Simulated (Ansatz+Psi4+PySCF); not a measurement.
```json
{"atom": "S", "x (Å)": "0.0000", "y (Å)": "0.0000", "z (Å)": "1.1521"}
{"atom": "S", "x (Å)": "0.0000", "y (Å)": "0.0000", "z (Å)": "-1.1521"}
```

Basis set: cc-pV(T+d)Z (spherical functions). Left uncorrelated: 10 orbitals. Correlation on ROHF uses semicanonical orbitals with singles. Charge 0, multiplicity 3.

Computed with Ansatz (development build ahead of 0.2.0); each method stands on the lowest determinant of its kind that the runs found.

Q: Give the vertical ionization energy (product with multiplicity 2 at the same shape, open shells in the same class of orbitals) of triplet S₂ by ROHF-MP2, UHF-MP2, UHF-CCSDT, ROHF-CCSD(T), ROHF-CCSD, UHF-CCSD(T), UHF-CCSD, ROHF, UHF.

A:

```tsv
method	ionization energy
ROHF-MP2	10.35 eV
UHF-MP2	9.99 eV
UHF-CCSDT	9.84 eV
ROHF-CCSD(T)	9.60 eV
ROHF-CCSD	10.05 eV
UHF-CCSD(T)	9.92 eV
UHF-CCSD	9.86 eV
ROHF	10.58 eV
UHF	8.87 eV
```

Caution: the determinant breaks the point group. Caution for ROHF-MP2, UHF-MP2: MP2 on this radical cation hangs on the determinant chosen. Caution for ROHF-MP2, ROHF-CCSD(T), ROHF-CCSD, ROHF: an unrestricted determinant lies well below. Caution for ROHF-MP2, UHF-MP2, ROHF-CCSD(T), UHF-CCSD(T): another reference gives a lower total. Caution for ROHF-MP2, UHF-MP2, UHF-CCSDT, ROHF-CCSD(T), ROHF-CCSD, UHF-CCSD(T), UHF-CCSD: large amplitudes, a single reference is doubtful. Caution for UHF-MP2, UHF-CCSDT, UHF-CCSD(T), UHF-CCSD, UHF: the unrestricted determinant is a mixture of spin states. Caution for UHF-CCSD(T), UHF-CCSD: the program doubts this total.
